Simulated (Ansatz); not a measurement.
# BH₃+ (doublet): from Hartree-Fock to the top rungs, def2-TZVPP

One table from this session's results is given with a row withheld; the runs are named, their logs left out.

Program: Ansatz 0.2.0, Gaussian basis. Level of theory: def2-TZVPP, core rule «outside noble gas», up to 1 orbitals frozen. These are calculated values, not measurements.

Plan: UHF; ROHF; CCSD(T) on UHF.

2 further runs of the same task are left out: 2 set aside as unsound or not needed.

## The geometry

The geometry is a PBE0/def2-TZVP stationary point (not a proven minimum) of the parent state, kept for this charge and spin.

4 atoms, charge 1, spin multiplicity 2.

Atoms are counted from 1 here; the program's logs count them from 0.

Bond lengths: B1–H2 1.281 Å, B1–H3 1.186 Å, B1–H4 1.281 Å. Angles: H2–B1–H3 117.7°, H2–B1–H4 49.8°, H3–B1–H4 117.7°.

Coordinates:

```xyz
4
charge 1, multiplicity 2
B    -0.1149    0.0000    0.0891
H     0.3114    0.5391   -0.9919
H     0.6095    0.0000    1.0286
H     0.3113   -0.5391   -0.9919
```

The first run:

The input, in.yaml:

```yaml
crystal:
  periodic: [false, false, false]
  atoms:
    - {symbol: B, position_ang: [-0.114887, 0.000009, 0.089052]}
    - {symbol: H, position_ang: [0.311423, 0.539087, -0.991887]}
    - {symbol: H, position_ang: [0.609492, -0.000048, 1.028622]}
    - {symbol: H, position_ang: [0.311340, -0.539134, -0.991888]}
basis:
  gaussian: {orbitals: def2-TZVPP}
total_charge: 1
magnetization: {spin_polarized: true, initial_magnetization: 1}
hamiltonian: {xc: hf}
output: {orbitals: {seedname: orbitals}}
```

The run is started by

```bash
$ ansatz run in.yaml --threads 1 --pin off --events-out ev --progress --plain --max-ram 4096MiB --backend cpu
```

Steps of the session up to this table: UHF; ROHF; CCSD(T) on UHF.

One of the session's tables, all rows but one given; the rest of the session is left out.

```
  method  from UCCSD(T) (meV)
    ROHF              +3115.7
     UHF              +3016.2
    UMP2               +604.1
   UCCSD                    ?
UCCSD(T)                    0
```

Estimate the missing values for UCCSD.

**Answer.** from UCCSD(T) (meV): +59.8. In the column «from UCCSD(T) (meV)» it lies between UCCSD(T) (0) and UMP2 (+604.1).
